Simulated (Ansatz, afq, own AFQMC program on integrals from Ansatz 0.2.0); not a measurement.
# AlN, triplet in 6-31G, levels against full CI

```yaml
atoms:
  - { symbol: Al, position_ang: [0.0000, 0.0000, 0.0000] }
  - { symbol: N, position_ang: [0.0000, 0.0000, 1.6040] }
```

Basis 6-31G. Only valence electrons are correlated. Ansatz 0.2.0 and our own AFQMC program on the same integrals; the CISD trial comes from CCSD amplitudes, and released means the phaseless constraint is let go. ± is one standard error of the sampling.

Determinant: UHF, the one that the program's search chose, which needn't be the lowest solution. The geometry is a point of a scan.

Full CI on the same integrals is exact in this basis and with this determinant's frozen core.

Cautions: lower spins were not checked; the determinant is a saddle point among determinants of its kind; strong correlation (T1 0.082, weight of the determinant 0.80, largest double 0.11); the released energies are still falling, so no released level is given (meV from the phaseless value at times in 1/Eh: -5 ± 3 at 0.24, -11 ± 3 at 0.51, -15 ± 3 at 0.99, -24 ± 6 at 1.62, -6 ± 16 at 2.40).

* T1 diagnostic: 0.0815
* weight of the determinant in the CISD state: 0.797
* ⟨S²⟩ of the determinant: 2.040
* size of the correlated space: 8 electrons in 16 orbitals

```tsv
level	correlation energy (eV)
MP2	-2.3563
CCSD	-3.2028
CCSD(T)	-3.2960
```

Problem. Estimate where phaseless AFQMC with the Hartree–Fock trial lies against CCSD(T) on the same integrals.

Solution. 13.7 ± 2.1 kJ/mol above CCSD(T).

Reference: full CI, correlation energy -3.354 eV. The cautions show a poor starting determinant, so the rows tell how each method copes with it here, and full CI is the sure value.

```tsv
level	E − E(reference) (kJ/mol)	share of correlation (%)
CCSD(T)	5.6	98.28
CCSDT	1.8	99.44
CCSDT(Q)	-0.2	100.07
CCSDTQ	0.1	99.97
ph-AFQMC/HF	19.3 ± 2.1	94.04
ph-AFQMC/CISD	3.6 ± 0.3	98.89
```

CCSDT and higher add their correlation energy to the determinant of the CCSD(T) run, since their own runs factorise the integrals more tightly (a shift of under 2 meV). A walk keeps the symmetry of its determinant, which the program's search chose and which needn't be the lowest solution, so a lower state of the same spin and another symmetry isn't excluded.
